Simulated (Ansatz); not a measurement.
# AsF$_{2}$, doublet: vertical spin and charge gaps

Geometry (PBE0/def2-TZVP stationary point for this spin, not checked as a minimum):

```yaml
atoms:
  - { symbol: As, position_ang: [0.0000, -0.3875, 0.0000] }
  - { symbol: F, position_ang: [0.0000, 0.7641, -1.2906] }
  - { symbol: F, position_ang: [0.0000, 0.7641, 1.2906] }
```

Basis cc-pVTZ; Ansatz 0.2.0. Correlated methods freeze the noble-gas cores and the filled d shells of p-block atoms. R marks a restricted (for open shells ROHF) determinant, U an unrestricted one. Active spaces: valence = (19e, 12o) chosen from the atoms' valence shells. No spin–orbit coupling is included, and no scalar relativity.

Gaps are energies of the second state less the first, at fixed atoms, for a selection of the levels run; each method lands on the state that its own search finds for that charge and spin.

Problem. PBE gives 8.925 eV for removing an electron, to the singlet. Estimate what UCCSDT(Q) gives in cc-pVTZ.

Solution. UCCSDT(Q) in cc-pVTZ gives 9.043 eV, so against it PBE is off by -0.118 eV, of which a good part can be the reference's own basis and frozen-core error.

```tsv
level	gap (eV)	error (meV)
UHF	9.247	204
UCCSD(T)	9.060	17
BCCD(T)	9.049	6
UCCSDT	9.059	16
CASSCF (valence space)	7.776	-1267
NEVPT2 (valence space)	8.900	-143
wB97M-V	9.119	76
B2PLYP	9.080	37
RPA-PBE	9.200	157
```

Functionals correlate the shells that the reference freezes, so part of their error here is the reference's.

Full CI isn't at hand for all of this; UCCSDT(Q) serves as the reference, and is uncertain by about the last step of the cluster series. The frozen core follows each run's orbitals, which can shift R against U totals by a few meV for light atoms and by up to 0.1 eV past Ca.
